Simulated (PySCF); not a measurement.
# Atomic charges against the basis set

Species: C4H8F2.
Z-matrix (Å and degrees, PBE0-D3(BJ)/def2-SVP geometry), rows numbered from 1:
```
C 
C   1  1.5223
C   2  1.5164  1  111.96
F   3  1.3771  2  109.97  1   -58.85
C   2  1.5173  1  110.90  3  -123.83
F   5  1.3744  2  110.22  1  -175.91
H   1  1.1005  2  111.58  3  -179.44
H   1  1.1002  2  110.92  3   -59.30
H   1  1.1003  2  110.63  3    60.01
H   2  1.1049  1  109.60  3   118.02
H   3  1.1019  2  110.28  1  -178.30
H   3  1.1035  2  110.82  1    60.86
H   5  1.1033  2  110.69  1   -55.81
H   5  1.1034  2  110.15  1    64.42
```

PBE0 throughout (PySCF), one geometry, spherical d and f functions. Geometry: PBE0-D3(BJ)/def2-SVP, one conformer, isolated molecule. Atoms taken as equivalent share a column and are averaged. The first 7 of 8 kinds of atom are listed.

Mulliken charges (e):

```tsv
basis	functions	C1	C2	C3/C5	F4/F6	H7/H8/H9	H10	H11/H13
STO-3G	38	-0.234	-0.077	-0.040	-0.118	+0.081	+0.082	+0.076
6-31G	70	-0.498	-0.267	+0.033	-0.351	+0.178	+0.185	+0.173
6-31G*	100	-0.543	-0.243	+0.048	-0.347	+0.185	+0.177	+0.165
def2-SVP	124	-0.060	-0.296	+0.284	-0.284	+0.051	+0.052	+0.040
6-311+G(2d,p)	210	-0.543	+0.075	-0.097	-0.265	+0.159	+0.117	+0.149
def2-TZVP	234	-0.406	-0.050	+0.005	-0.236	+0.132	+0.084	+0.113
```

IAO charges (e):

```
        basis  functions      C1      C2   C3/C5   F4/F6  H7/H8/H9     H10  H11/H13
       STO-3G         38  -0.391  -0.161  -0.094  -0.144    +0.135  +0.139   +0.122
        6-31G         70  -0.439  -0.134  +0.003  -0.311    +0.151  +0.148   +0.149
       6-31G*        100  -0.418  -0.131  +0.043  -0.319    +0.142  +0.139   +0.135
     def2-SVP        124  -0.407  -0.129  +0.048  -0.323    +0.139  +0.137   +0.135
6-311+G(2d,p)        210  -0.431  -0.130  +0.038  -0.337    +0.147  +0.144   +0.145
    def2-TZVP        234  -0.430  -0.131  +0.042  -0.336    +0.147  +0.143   +0.143
```

Hirshfeld charges (e):

```json
{"basis": "STO-3G", "functions": "38", "C1": "-0.043", "C2": "-0.002", "C3/C5": "+0.060", "F4/F6": "-0.088", "H7/H8/H9": "+0.016", "H10": "+0.014", "H11/H13": "+0.010"}
{"basis": "6-31G", "functions": "70", "C1": "-0.101", "C2": "-0.024", "C3/C5": "+0.035", "F4/F6": "-0.133", "H7/H8/H9": "+0.038", "H10": "+0.039", "H11/H13": "+0.041"}
{"basis": "6-31G*", "functions": "100", "C1": "-0.101", "C2": "-0.027", "C3/C5": "+0.032", "F4/F6": "-0.121", "H7/H8/H9": "+0.038", "H10": "+0.039", "H11/H13": "+0.039"}
{"basis": "def2-SVP", "functions": "124", "C1": "-0.113", "C2": "-0.035", "C3/C5": "+0.023", "F4/F6": "-0.112", "H7/H8/H9": "+0.041", "H10": "+0.042", "H11/H13": "+0.040"}
{"basis": "6-311+G(2d,p)", "functions": "210", "C1": "-0.114", "C2": "-0.050", "C3/C5": "+0.020", "F4/F6": "-0.119", "H7/H8/H9": "+0.044", "H10": "+0.050", "H11/H13": "+0.045"}
{"basis": "def2-TZVP", "functions": "234", "C1": "-0.118", "C2": "-0.046", "C3/C5": "+0.017", "F4/F6": "-0.114", "H7/H8/H9": "+0.044", "H10": "+0.049", "H11/H13": "+0.044"}
```

ESP-fitted charges (e):

```csv
basis,functions,C1,C2,C3/C5,F4/F6,H7/H8/H9,H10,H11/H13
STO-3G,38,-0.532,+0.234,-0.116,-0.096,+0.137,+0.017,+0.071
6-31G,70,-0.490,+0.124,+0.124,-0.273,+0.133,+0.028,+0.058
6-31G*,100,-0.545,+0.254,-0.066,-0.188,+0.142,+0.017,+0.087
def2-SVP,124,-0.461,+0.187,+0.038,-0.222,+0.121,+0.015,+0.065
"6-311+G(2d,p)",210,-0.564,+0.268,-0.036,-0.224,+0.147,+0.015,+0.088
def2-TZVP,234,-0.555,+0.267,-0.041,-0.212,+0.144,+0.014,+0.085
```

Some averages cover members that differ in this geometry, most widely: C3/C5, ESP-fitted in 6-311+G(2d,p) -0.086 to +0.014; C3/C5, ESP-fitted in 6-31G +0.077 to +0.171; C3/C5, ESP-fitted in def2-TZVP -0.088 to +0.005; C3/C5, ESP-fitted in def2-SVP 0.000 to +0.076 e.

Task: Which scheme is steadiest as the basis changes?

Result: Largest range over the bases for any column: Hirshfeld 0.07 e, IAO 0.19 e, ESP-fitted 0.24 e, Mulliken 0.48 e. Hirshfeld charges move least and Mulliken charges most, counted in e. Without the minimal STO-3G basis the ranges are Hirshfeld 0.03, IAO 0.04, ESP-fitted 0.19, Mulliken 0.48 e.

Task: How much do the charges still move between the two largest bases, 6-311+G(2d,p) and def2-TZVP?

Result: At most, over all atoms: Mulliken 0.139 e, IAO 0.004 e, Hirshfeld 0.005 e, ESP-fitted 0.013 e.

Task: What do the same runs give for the total energy, the frontier levels and the dipole moment?

Result: 
```
        basis  energy (Eh)  HOMO (eV)  LUMO (eV)  μ (D)
       STO-3G    -351.7962      -5.05       8.90   1.15
        6-31G    -356.4499      -8.94       2.44   2.29
       6-31G*    -356.5257      -8.80       2.56   1.89
     def2-SVP    -356.2714      -9.02       1.66   2.00
6-311+G(2d,p)    -356.6522      -9.19       0.22   2.17
    def2-TZVP    -356.6843      -9.13       1.08   2.07
```

The dipole is fixed by the density alone, so its range of 1.14 D shows that the density itself changes with the basis, not only its division among atoms.
